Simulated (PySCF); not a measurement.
# C₅H₉N: geometry, electronic excitations

Wanted: the electronic excitations of C₅H₉N (`CC(C)[C@H]1C=N1`), by calculation.

The runs use PySCF 2.14.0, with density-fitted response routines of our own; the level of theory stands in each step. All values are computed, except where a source is named. Atoms count from 0, in the outputs and in this text.

## (1) The molecule as given

15 atoms, charge 0, multiplicity 1; geometry from: MMFF94s. The atoms were then displaced at random by about 0.03 Å, so the start is not that level's minimum.

Bonds of the start (Å): C0–C1 1.45, C1–C2 1.52, C1–C3 1.61, C3–C4 1.40, C4–N5 1.24, N5–C3 1.49, C0–H6 1.14, C0–H7 1.11, C0–H8 1.18, C1–H9 1.08, C2–H10 1.13, C2–H11 1.02, C2–H12 1.06, C3–H13 1.02, C4–H14 1.12.

## (2) Optimising the geometry at PBE0-D3(BJ)/def2-SVP

The job: settings as JSON, then the geometry in Å.

```
{"job": {"xc": "PBE0", "basis": "def2-SVP", "d3": "d3bj", "grid": 1, "shake": 0.03, "kind": "geom"}, "charge": 0, "multiplicity": 1}
C     -0.707740     1.054920    -0.926210
C     -0.387650    -0.104400    -0.119990
C     -0.858750     0.076580     1.316780
C      1.209920    -0.313600    -0.202280
C      1.704040    -1.616780    -0.348130
N      1.641300    -1.030350    -1.439320
H     -0.245310     2.032060    -0.572070
H     -0.438390     1.017770    -2.003700
H     -1.856580     1.310280    -0.841210
H     -0.907470    -0.970380    -0.489050
H     -0.331890     0.938930     1.828490
H     -1.863500     0.230700     1.438160
H     -0.617170    -0.769540     1.904230
H      1.663840     0.524330     0.155900
H      1.962590    -2.456610     0.342410
```

Command:

```bash
$ OMP_NUM_THREADS=1 python probes_run.py task.json out
```

One launch serves the whole session: the jobs run in the order shown.

**Question.** This job is followed by: TDDFT PBE0/aug-cc-pVDZ, vertical, gas phase, core orbitals frozen in the response; TDDFT PBE0/6-31+G*, vertical, gas phase, core orbitals frozen in the response. What will the session give for the following? point group; rotational constants (main isotopes); lowest singlet (PBE0/aug-cc-pVDZ); brightest single state of those computed; lowest triplet; range of the lowest singlet.

The runs gave:

| quantity | value |
| --- | --- |
| point group | C1 |
| rotational constants (main isotopes) | 6.46, 2.68, 2.07 GHz |
| lowest singlet (PBE0/aug-cc-pVDZ) | 5.00 eV (248 nm), f = 0.001 |
| brightest single state of those computed | state 6, 7.29 eV, f = 0.038 |
| lowest triplet | 4.28 eV |
| range of the lowest singlet | 5.00 to 5.05 eV |

What this shows: The start was shaken at random, so part of the energy gained undoes that. The optimisation took 8 steps and gained 1.061 eV; among the close pairs (by a distance rule), C1–C3 changed most, from 1.613 to 1.513 Å. The first singlet state (HOMO→LUMO 0.98) lies at 5.00 eV and is dark; of the 10 states computed, the strongest absorption comes from state 6 at 7.29 eV. The lowest triplet lies 0.72 eV below the lowest singlet (triplets in Tamm-Dancoff, singlets in full TDDFT). The lowest singlet runs from 5.00 eV (PBE0/aug-cc-pVDZ) to 5.05 eV (PBE0/6-31+G*), while the orbital gap spans 6.97 to 7.02 eV. The lowest state need not be the same one in every run.
